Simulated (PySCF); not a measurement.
Cl, charge -2, doublet (a state made from the parent by changing its charge; the spin is typed, not shown lowest) (a gas-phase anion, which may not be bound at this level); PySCF with M062X/pcseg-1.

PySCF was given this input:
```python
from pyscf import gto, scf, dft

mol = gto.Mole()
mol.atom = '''
    Cl    0.000000    0.000000    0.000000
'''
mol.basis = 'pcseg-1'
mol.charge = -2
mol.spin = 1
mol.verbose = 4
mol.build()

mf = dft.ROKS(mol)
mf.xc = 'm062x'
mf.kernel()
```

Problem. What does PySCF print? Leave out banner, timings and long lists.

Solution. 
```
PySCF version 2.14.0

[INPUT] verbose = 4
[INPUT] num. atoms = 1
[INPUT] num. electrons = 19
[INPUT] charge = -2
[INPUT] spin (= nelec alpha-beta = 2S) = 1
[INPUT] symmetry False subgroup None
[INPUT] Mole.unit = angstrom
[INPUT] Symbol           X                Y                Z      unit          X                Y                Z       unit  Magmom
[INPUT]  1 Cl     0.000000000000   0.000000000000   0.000000000000 AA    0.000000000000   0.000000000000   0.000000000000 Bohr   0.0

nuclear repulsion = 0
number of shells = 3
number of NR pGTOs = 44
number of NR cGTOs = 18
basis = pcseg-1
ecp = {}

******** <class 'pyscf.dft.roks.ROKS'> ********
method = ROKS
initial guess = minao
damping factor = 0
level_shift factor = 0
DIIS = <class 'pyscf.scf.diis.CDIIS'>
diis_start_cycle = 1
diis_space = 8
diis_damp = 0
SCF conv_tol = 1e-09
SCF conv_tol_grad = None
SCF max_cycles = 50
direct_scf = True
direct_scf_tol = 1e-13
num. doubly occ = 9  num. singly occ = 1
XC library pyscf.dft.libxc version 7.1.2
    S. Lehtola, C. Steigemann, M. J. T. Oliveira, and M. A. L. Marques,  SoftwareX 7, 1–5 (2018)
XC functionals = m062x
    Y. Zhao and D. G. Truhlar,  Theor. Chem. Acc. 120, 215 (2008)
    Y. Zhao and D. G. Truhlar,  Theor. Chem. Acc. 120, 215 (2008)
radial grids:
    Treutler-Ahlrichs [JCP 102, 346 (1995); DOI:10.1063/1.469408] (M4) radial grids

becke partition: Becke, JCP 88, 2547 (1988); DOI:10.1063/1.454033
pruning grids: <function nwchem_prune>
grids dens level: 3
symmetrized grids: False
atomic radii adjust function: <function treutler_atomic_radii_adjust>
small_rho_cutoff = 0
Set gradient conv threshold to 3.16228e-05
tot grids = 18880
init E= -459.986980122558

WARN: HOMO 0.394163693395684 >= LUMO 0.394163693395683

cycle= 1 E= -459.373614524669  delta_E= 0.613  |g|= 0.519  |ddm|=  2.7
  HOMO = 1.00343311822876  LUMO = 1.06156590178883  gap/eV = 1.58187
cycle= 2 E= -459.4347667571  delta_E= -0.0612  |g|= 0.395  |ddm|=  1.2
  HOMO = 0.885854002029759  LUMO = 0.951814990765847  gap/eV = 1.79489
cycle= 3 E= -459.492170269019  delta_E= -0.0574  |g|= 0.00911  |ddm|= 0.478
  HOMO = 0.890034115967861  LUMO = 0.954225152769339  gap/eV = 1.74673
cycle= 4 E= -459.492213000683  delta_E= -4.27e-05  |g|= 0.00112  |ddm|= 0.0151
  HOMO = 0.88982126378573  LUMO = 0.954160013035102  gap/eV = 1.75075
cycle= 5 E= -459.492213782164  delta_E= -7.81e-07  |g|= 0.000122  |ddm|= 0.00209
  HOMO = 0.889899183299482  LUMO = 0.954223206105306  gap/eV = 1.75035
cycle= 6 E= -459.492213794655  delta_E= -1.25e-08  |g|= 2.82e-06  |ddm|= 0.000308
  HOMO = 0.889898052054987  LUMO = 0.954222201329264  gap/eV = 1.75035
cycle= 7 E= -459.492213794658  delta_E= -2.96e-12  |g|= 3.19e-07  |ddm|= 3.5e-06
  HOMO = 0.889897909651025  LUMO = 0.954222057027399  gap/eV = 1.75035
Extra cycle  E= -459.492213794658  delta_E= -1.71e-13  |g|= 1.94e-07  |ddm|= 7.17e-07
converged SCF energy = -459.492213794658
```
